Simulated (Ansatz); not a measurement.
A made-up structure of CH₇Si₂ (charge -1), closed shell:

```
10
angstrom
C -1.6534 0.4417 -0.8050
Si 0.0413 0.7968 -0.4596
Si 0.9556 -0.9032 0.9032
H -1.9402 -0.5096 -1.2496
H -2.3489 1.2574 -0.9970
H 0.2357 2.0690 0.3315
H 1.1749 0.9483 -1.4917
H -1.0517 0.2956 0.2957
H 0.4619 -0.8813 2.3204
H 2.4598 -0.9384 1.0386
```

It is relaxed with PBE-D4/def2-SVPD and then PBE0-D4/def2-TZVPD (Ansatz 0.2.0). Atoms count as bonded within 1.22 times the sum of their covalent radii (H–H: 0.88 Å). The end point is not checked to be a true minimum.

(1) Does its bonding change? (A judgement: the text doesn't fix the answer.)

Answers

(1) Computed: Yes. Formed: none; broken: Si2–H8.

Where it ends: The first stage lowers the energy by 3.40 eV in 12 steps. It ends as CH₇Si₂ ([CH3][SiH2][SiH2]), total charge -1:
C1  (-1.581, 0.465, -0.615)
Si2  (0.286, 0.647, -0.263)
Si3  (1.163, -1.253, 0.809)
H4  (-1.762, -0.437, -1.206)
H5  (-1.996, 1.324, -1.152)
H6  (0.389, 2.020, 0.372)
H7  (0.896, 0.897, -1.626)
H8  (-2.128, 0.354, 0.327)
H9  (0.546, -0.849, 2.160)
H10  (2.523, -0.592, 1.082)
(Å)

Labels in which every atom is bracketed show which atoms are joined, not bond orders.

For scale, one of the runs: PBE0-D4/def2-TZVPD relaxation, 186 basis functions, launched by `ansatz run in.yaml --threads 2 --pin off --events-out ev --progress --plain --max-ram 4352MiB`. Hardware: 2 CPU threads of an Arm Neoverse V1, shared host. Wall time about 28 s.
